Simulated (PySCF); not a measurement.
Basis-set dependence of excited states

Species: disulfane, H₂S₂.
Atom-mapped SMILES: `[SH:1][SH:2]` (hydrogens: H3 on S1; H4 on S2)

Cartesian coordinates in Å at the PBE0-D3(BJ)/def2-SVP level; atoms count from 1:
```xyz
4
H2S2 angstrom
S     -0.9349    0.4637    0.4538
S      0.9326    0.4776   -0.4440
H     -1.5235   -0.4710   -0.3317
H      1.5257   -0.4704    0.3219
```

TDDFT with PBE0 (PySCF), vertical singlets, core orbitals frozen in the response, spherical d and f functions. Geometry: PBE0-D3(BJ)/def2-SVP; no solvent, vibrations or thermal averaging.

**Question.** How do the low singlets change with the basis? Take 6-31G*, def2-SVP, 6-31+G*, def2-SVPD, aug-cc-pVDZ, def2-TZVP, def2-TZVPD and aug-cc-pVTZ.

**Answer.** 

```tsv
basis	functions	diffuse	S1 (eV)	S2 (eV)	S3 (eV)	S4 (eV)	S5 (eV)	LUMO (eV)	α (au)
6-31G*	40	no	4.79	4.84	6.92	6.92	7.33	-1.12	30.6
def2-SVP	46	no	4.96	5.00	6.69	6.70	7.21	-0.73	29.4
6-31+G*	48	yes	4.70	4.75	5.97	5.98	6.88	-1.33	34.9
def2-SVPD	70	yes	4.66	4.69	6.06	6.07	6.76	-1.36	44.2
aug-cc-pVDZ	72	yes	4.67	4.70	5.84	5.85	6.55	-1.29	43.4
def2-TZVP	86	no	4.75	4.78	6.28	6.29	6.88	-1.08	36.0
def2-TZVPD	110	yes	4.66	4.69	5.95	5.96	6.57	-1.29	45.0
aug-cc-pVTZ	146	yes	4.69	4.72	5.84	5.85	6.52	-1.27	44.7
```

States are compared by their number. Against the largest diffuse basis here (aug-cc-pVTZ, itself not a converged limit), sets without diffuse functions differ by up to 0.27 eV in S1 and 0.81 eV in S5; the smaller diffuse sets differ by up to 0.03 and 0.36 eV. S1 is led by HOMO→LUMO (99%) in 6-31G* and by HOMO-1→LUMO (97%) in aug-cc-pVTZ. S1 is led by HOMO→LUMO (93%) in def2-SVP and by HOMO-1→LUMO (97%) in aug-cc-pVTZ. State by state, the largest deviation of a set without diffuse functions is S1 0.27, S2 0.29, S3 1.08, S4 1.07, S5 0.81 eV. The same number needn't mean the same state in each row. Against aug-cc-pVTZ the polarisability deviates by -32% in 6-31G*, -34% in def2-SVP, -22% in 6-31+G*, -1% in def2-SVPD, -3% in aug-cc-pVDZ, -19% in def2-TZVP, +1% in def2-TZVPD. A single + in a Pople set puts diffuse functions on heavy atoms only.
